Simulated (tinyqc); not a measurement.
Inside a calculation. Method: coupled-perturbed Hartree-Fock on RHF in the sto-3g basis, for H2O, spin multiplicity 1. One step of it, computed by the program tinyqc.

Task: Coupled step 2. U_ai = -(mu_ai + sum_bj [4 (ai|bj) - (ab|ij) - (aj|bi)] U_bj) / (e_a - e_i); alpha = -4 sum U_ai mu_ai.

U after step 1:
```
           i1         i2        i3        i4        i5
a6  -0.000535  -0.124133  0.000000  0.664581  0.000000
a7   0.000000   0.000000  0.503247  0.000000  0.000000
```

dipole integrals <a|z|i> (bohr):
```
          i1        i2         i3         i4        i5
a6  0.044234  0.001927   0.000000  -0.587753  0.000000
a7  0.000000  0.000000  -0.691588   0.000000  0.000000
```

orbital energies (hartree): MO1 -20.266057, MO2 -1.184822, MO3 -0.524203, MO4 -0.414591, MO5 -0.384272, MO6 0.411980, MO7 0.538459

Two-electron integrals over orbitals (pq|rs), unique and non-zero (hartree):
```
(11|11) 4.747419    (21|11) -0.434486   (21|21) 0.062740    (22|11) 1.029289
(22|21) -0.016178   (22|22) 0.725694    (31|31) 0.010240    (32|31) 0.016233
(32|32) 0.124835    (33|11) 0.741745    (33|21) -0.004732   (33|22) 0.600417
(33|33) 0.575264    (41|11) 0.151581    (41|21) -0.020482   (41|22) 0.010818
(41|33) 0.004960    (41|41) 0.022922    (42|11) -0.146111   (42|21) 0.007359
(42|22) -0.033003   (42|33) 0.003451    (42|41) 0.019092    (42|42) 0.130243
(43|31) -0.001960   (43|32) 0.030808    (43|43) 0.058435    (44|11) 0.919355
(44|21) -0.010654   (44|22) 0.657925    (44|33) 0.552370    (44|41) -0.008218
(44|42) -0.090010   (44|44) 0.682668    (51|51) 0.025942    (52|51) 0.033570
(52|52) 0.153109    (53|53) 0.025235    (54|51) -0.010885   (54|52) -0.041118
(54|54) 0.045413    (55|11) 1.115363    (55|21) -0.012337   (55|22) 0.758878
(55|33) 0.587866    (55|41) 0.004267    (55|42) -0.079711   (55|44) 0.680634
(55|55) 0.880159    (61|11) -0.185278   (61|21) 0.028188    (61|22) -0.003018
(61|33) 0.000445    (61|41) 0.004172    (61|42) 0.020430    (61|44) -0.014166
(61|55) -0.005119   (61|61) 0.023701    (62|11) 0.250118    (62|21) -0.006062
(62|22) 0.124489    (62|33) 0.059419    (62|41) 0.018151    (62|42) 0.037543
(62|44) 0.058097    (62|55) 0.133992    (62|61) 0.010263    (62|62) 0.091115
(63|31) 0.002153    (63|32) -0.039417   (63|43) -0.042923   (63|63) 0.080643
(64|11) 0.283627    (64|21) -0.003851   (64|22) 0.139364    (64|33) 0.048534
(64|41) 0.001521    (64|42) -0.047597   (64|44) 0.133627    (64|55) 0.159167
(64|61) -0.001575   (64|62) 0.060359    (64|64) 0.104899    (65|51) 0.012332
(65|52) 0.048845    (65|54) 0.007864    (65|65) 0.032663    (66|11) 0.758978
(66|21) -0.007370   (66|22) 0.578758    (66|33) 0.535074    (66|41) 0.016460
(66|42) 0.045117    (66|44) 0.535390    (66|55) 0.566016    (66|61) 0.008273
(66|62) 0.085439    (66|64) 0.054145    (66|66) 0.566383    (71|31) 0.014042
(71|32) 0.021347    (71|43) -0.002705   (71|63) 0.002456    (71|71) 0.019280
(72|31) 0.015099    (72|32) 0.060038    (72|43) -0.026487   (72|63) 0.026778
(72|71) 0.019861    (72|72) 0.071368    (73|11) 0.375145    (73|21) -0.006866
(73|22) 0.176394    (73|33) 0.087734    (73|41) -0.000072   (73|42) -0.073331
(73|44) 0.141002    (73|55) 0.208398    (73|61) -0.005104   (73|62) 0.065446
(73|64) 0.106639    (73|66) 0.045520    (73|73) 0.161128    (74|31) -0.007422
(74|32) -0.068184   (74|43) -0.018015   (74|63) 0.059081    (74|71) -0.010248
(74|72) -0.017695   (74|74) 0.070005    (75|53) 0.023975    (75|75) 0.025759
(76|31) 0.007143    (76|32) 0.082390    (76|43) 0.067112    (76|63) -0.071220
(76|71) 0.009669    (76|72) -0.000533   (76|74) -0.060308   (76|76) 0.113184
(77|11) 0.835860    (77|21) -0.009007   (77|22) 0.605464    (77|33) 0.570435
(77|41) 0.003365    (77|42) -0.021414   (77|44) 0.571102    (77|55) 0.606749
(77|61) -0.003495   (77|62) 0.058723    (77|64) 0.056606    (77|66) 0.539189
(77|73) 0.101922    (77|77) 0.589713
```

Give: U after step 2; polarisability.

Result:

U after step 2:
```
        i1      i2     i3     i4     i5
a6  -0.001  -0.130  0.000  0.726  0.000
a7   0.000   0.000  0.522  0.000  0.000
```

polarisability = 3.152 bohr^3
